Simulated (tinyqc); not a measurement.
Stretching all distances: RHF, UHF, MP2, CISD and CCSD against full CI in the sto-3g basis, for H3O+, spin multiplicity 1. Computed by the program tinyqc with PySCF. All coordinates are multiplied by the scale. c0^2 is the weight of the RHF determinant in the lowest singlet FCI state (UHF is spin-contaminated and may lie near states of higher spin) and n(LUMO) the first natural occupation beyond the occupied space.

Geometry (angstrom):
```
atom        x        y       z
O      0.0000   0.0000  0.2060
H      0.9070   0.0000  0.0000
H     -0.4530   0.7850  0.0000
H     -0.4530  -0.7850  0.0000
```

Full CI energy (hartree) and errors against it (kcal/mol):
```
scale  distance 1-2 (angstrom)     E(FCI)      RHF     UHF     MP2    CISD   CCSD  <S^2> UHF   c0^2  n(LUMO)
0.970                    0.902  -75.35183   32.530  32.530   7.227   0.590  0.173      0.000  0.979    0.015
1.400                    1.302  -75.25814   72.749  72.749  18.913   4.498  1.273      0.000  0.903    0.060
1.610                    1.497  -75.13082  106.140  83.888  30.272  11.816  2.776      1.414  0.772    0.137
1.830                    1.702  -75.02514  153.568  51.715  48.824  28.566  4.642      2.060  0.497    0.319
```

Estimate the missing row, scale = 1.18.

Computed row:
```
scale  distance 1-2 (angstrom)     E(FCI)     RHF     UHF     MP2   CISD   CCSD  <S^2> UHF   c0^2  n(LUMO)
1.180                    1.098  -75.37567  48.589  48.589  11.709  1.613  0.474      0.000  0.956    0.030
```

UHF parts from RHF first at scale 1.61 of those listed, where <S^2> leaves zero. The weight c0^2 goes from 0.98 to 0.50 and n(LUMO) from 0.02 to 0.32: static correlation grows as the bonds break into open-shell fragments. The spread of the error along the curve, which distorts its shape, is CCSD 4.5, CISD 28.0, MP2 41.6, UHF 51.4, RHF 121.0 kcal/mol. The table stops here: at scale 2.04 and beyond, the reference weight falls under 0.45 or RHF, UHF or CCSD hop between solutions, so those rows were left out and the spreads given cover only the rows shown. As computed, partly on other solutions, the errors there reach in size RHF 254, UHF 30, MP2 81, CISD 78, CCSD 71 kcal/mol.
